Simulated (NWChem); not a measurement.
hydrogen peroxide (H2O2); SMILES OO

```xyz
4

O      0.0408    -0.7081    -0.1221
O     -0.0408     0.7081    -0.1221
H     -0.7587    -0.9394     0.3701
H      0.7587     0.9394     0.3701
```
Atoms are numbered in this order, from 1.

Computed with NWChem. Geometry optimised at PBE0/def2-SVP; all other runs use it. 

| quantity | level | value |
|---|---|---|
| −ε(HOMO) (eV) | CAM-B3LYP/def2-SVP | 9.14 |
| vertical, lowest excitation, singlet (eV) | CAM-B3LYP/def2-SVPD, TDA | ? |
| solvation free energy (kcal/mol) in water | PBE0/def2-SVP, SMD | -9.0 |
| isotropic polarisability (bohr³), static | CAM-B3LYP/def2-SVPD | ? |
| dipole (D) | PBE0/def2-SVP | 1.80 |
| highest harmonic frequency (cm⁻¹) | PBE0/def2-SVP | ? |

Question: Fill in the missing entries.

Answer: 
- vertical, lowest excitation, singlet (eV), value: 6.36
- isotropic polarisability (bohr³), static, value: 14.7
- highest harmonic frequency (cm⁻¹), value: 3826
